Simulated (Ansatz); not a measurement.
How far each method lies from UCCSDTQ for HAsSi, triplet

Geometry: that of the HAsSi, singlet, kept fixed. The singlet lies 2.4 eV lower here.

```yaml
atoms:
  - { symbol: Si, position_ang: [0.0000, -0.0264, 1.5591] }
  - { symbol: As, position_ang: [0.0000, -0.0077, -0.5892] }
  - { symbol: H, position_ang: [0.0000, 1.3116, 0.3547] }
```

Basis cc-pVDZ; Ansatz 0.2.0. Only valence electrons are correlated (noble-gas cores and the filled d shells of p-block atoms frozen), which leaves 10 electrons in 31 orbitals. R marks a restricted (for open shells ROHF) determinant, U an unrestricted one. Active spaces: valence = (10e, 9o) chosen from the atoms' valence shells. No spin–orbit coupling is included, and no scalar relativity.

Full CI isn't at hand for all of this; UCCSDTQ serves as the reference, and is uncertain by about the last step of the cluster series. The frozen core follows each run's orbitals, which can shift R against U totals by a few meV for light atoms and by up to 0.1 eV past Ca.

Unrestricted rows (U) aren't spin-pure: their determinants' ⟨S²⟩ exceeds S(S+1) by up to 0.31, so they mix in states of higher spin. Coupled cluster chose its determinant by trial CCSD, here up to 0.55 eV above the lowest Hartree–Fock solution of its kind. The largest doubles amplitude grows up the series, to 0.33: the determinant mixes near-degenerate terms, and the last step may understate the doubt.

The UHF ⟨S²⟩ is 2.031. The ⟨S²⟩ of the determinant under UCCSD is 2.308 and the T1 diagnostic (RCCSD) is 0.0420. The largest doubles amplitude (RCCSD) is 0.118 and the T1 diagnostic (UCCSD) is 0.0679.

```json
{"level": "UCCSD", "E − E(UCCSDTQ) (kJ/mol)": "39.3", "wall time": "–"}
{"level": "UCCSD(T)", "E − E(UCCSDTQ) (kJ/mol)": "9.8", "wall time": "19 s"}
{"level": "UCCSDT", "E − E(UCCSDTQ) (kJ/mol)": "3.7", "wall time": "–"}
{"level": "UCCSDT(Q)", "E − E(UCCSDTQ) (kJ/mol)": "0.0", "wall time": "40 s"}
```

Run but not shown, since their state, orbitals or frozen core can't be matched to the reference's or they repeat it: RHF, UHF, RMP2, UMP2, CISD, RCCSD, RCCSD(T), BCCD(T), RCCSDT, RCCSDT(Q), RCCSDTQ, CASSCF (valence space), NEVPT2 (valence space), MRCISD (valence space), MRCISD+Q (valence space).

Times hold each run's SCF and search for its determinant on a shared host, so for small cases they say little of a method's own cost; they ran on 1 thread of AMD EPYC 7R13.

Natural occupations of CASSCF (valence space) about the gap: 1.993 1.960 1.945 1.900 1.029 0.981 0.107 0.055 0.028; effectively unpaired electrons, Σ n²(2−n)², 2.11.
